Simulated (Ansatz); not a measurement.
H$_{2}$S$_{2}$, SMILES `SS` from Hartree–Fock to CCSD(T)

```xyz
4

S     0.310    0.898   -0.603
S     0.616   -0.761    0.553
H    -0.610    0.390   -1.446
H    -0.316   -0.526    1.496
```

The species carries charge 0 and has multiplicity 1. Geometry: relaxed with PBE0-D4/def2-TZVP. Frozen core, restricted reference, Ansatz 0.2.0. CBS rows extrapolate triple and quadruple zeta.

| basis | HF (Eh) | MP2 corr. |
| --- | --- | --- |
| def2-SVP | -795.96546 | -0.26338 |
| def2-TZVPP | -796.25024 | -0.35740 |
| def2-QZVPP | -796.27342 | -0.39008 |
| cc-pV(D+d)Z | -796.23165 | -0.27101 |
| cc-pV(T+d)Z | -796.26511 | -0.35706 |
| cc-pV(Q+d)Z | -796.27266 | -0.38884 |

Task: Estimate the CCSD correlation energy and the (T) correction in each basis where they were run (hartree).

Result: 
```json
{"basis": "def2-SVP", "CCSD corr.": "-0.29823", "(T)": "-0.00786"}
{"basis": "def2-TZVPP", "CCSD corr.": "-0.39438", "(T)": "-0.01788"}
{"basis": "def2-QZVPP", "CCSD corr.": "-0.42254", "(T)": "-0.02104"}
{"basis": "CBS(def2)", "CCSD corr.": "-0.44341", "(T)": "-0.02338"}
{"basis": "cc-pV(D+d)Z", "CCSD corr.": "-0.30715", "(T)": "-0.00867"}
{"basis": "cc-pV(T+d)Z", "CCSD corr.": "-0.39414", "(T)": "-0.01790"}
{"basis": "cc-pV(Q+d)Z", "CCSD corr.": "-0.42155", "(T)": "-0.02094"}
{"basis": "CBS(cc)", "CCSD corr.": "-0.44106", "(T)": "-0.02311"}
```
